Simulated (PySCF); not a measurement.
Highest orbital energy against ionisation energy along group 15

Calculated with PySCF 2.14, no spin-orbit coupling. Each cell gives −ε(HOMO) / ΔSCF in eV; NIST values include spin-orbit coupling, (s) semi-empirical, (t) theoretical.

```json
{"species": "N (aug-cc-pVTZ, non-relativistic)", "UHF": "15.531 / 13.897", "LDA": "8.407 / 15.010", "PBE": "8.304 / 14.734", "PBE0": "10.216 / 14.706", "r2SCAN": "8.899 / 14.811", "NIST (lowest levels)": "14.534"}
{"species": "P (aug-cc-pV(T+d)Z, non-relativistic)", "UHF": "10.672 / 9.911", "LDA": "6.308 / 10.585", "PBE": "6.300 / 10.495", "PBE0": "7.540 / 10.535", "r2SCAN": "6.709 / 10.643", "NIST (lowest levels)": "10.487"}
{"species": "As (aug-cc-pVTZ-PP with ECP10MDF, ECP)", "UHF": "10.043 / 9.415", "LDA": "5.938 / 9.983", "PBE": "5.899 / 9.844", "PBE0": "7.078 / 9.914", "r2SCAN": "6.297 / 10.064", "NIST (lowest levels)": "9.789"}
{"species": "Sb (aug-cc-pVTZ-PP with ECP28MDF, ECP)", "UHF": "9.097 / 8.583", "LDA": "5.514 / 9.121", "PBE": "5.458 / 8.965", "PBE0": "6.517 / 9.043", "r2SCAN": "5.821 / 9.166", "NIST (lowest levels)": "8.608"}
{"species": "Bi (aug-cc-pVTZ-PP with ECP60MDF, ECP)", "UHF": "8.682 / 8.219", "LDA": "5.280 / 8.761", "PBE": "5.194 / 8.576", "PBE0": "6.204 / 8.648", "r2SCAN": "5.554 / 8.767", "NIST (lowest levels)": "7.286"}
```

How far is −ε(HOMO) from ΔSCF on average for each method, and why?

UHF 0.80 eV; LDA -4.40 eV; PBE -4.29 eV; PBE0 -3.06 eV; r2SCAN -4.03 eV. Hartree-Fock orbital energies lack relaxation and so exceed the ΔSCF value; semilocal functionals have convex E(N) from self-interaction, so their HOMO lies far too high; exact exchange moves hybrids part of the way back.
